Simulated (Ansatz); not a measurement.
**C, pressure series**

Consider C in the diamond structure (space group Fd-3m, No. 227; a = 3.560 Å).

Cell and atoms are relaxed at each pressure.

Calculations: r2SCAN in Ansatz (plane waves to 500 eV, PAW, no SOC), earlier PAW set.

```csv
pressure (GPa),volume per atom (Å³/atom)
-2,5.666
-1,5.654
0,5.641
1.8,5.619
9,5.533
18,?
30,5.314
45,5.178
60,5.057
```

### Question
Fit the third-order Birch–Murnaghan form P(V) = (3B₀/2)[(V₀/V)^(7/3) − (V₀/V)^(5/3)]·[1 + (3/4)(B₀′ − 4)((V₀/V)^(2/3) − 1)] (squares taken in P) to the rows shown and predict the withheld row.

### Answer
Least squares on the printed values gives V₀ = 5.641 Å³/atom, B₀ = 450 GPa, B₀′ = 3.6; this predicts 5.434 Å³/atom, and the run gives 5.434 Å³/atom, in agreement.

Measured bulk modulus of C: 454.7 GPa (static lattice; corrected from measurement; as listed in Daniel Mejia-Rodriguez, S. B. Trickey, Phys. Rev. B (2018)); the computed value is 1 % below it.

Load acts through the strain it causes; cell and atoms are relaxed under it. Whether these cells are dynamically stable was not tested. Competing high-pressure phases were not computed.

Ansatz is a first-principles code.
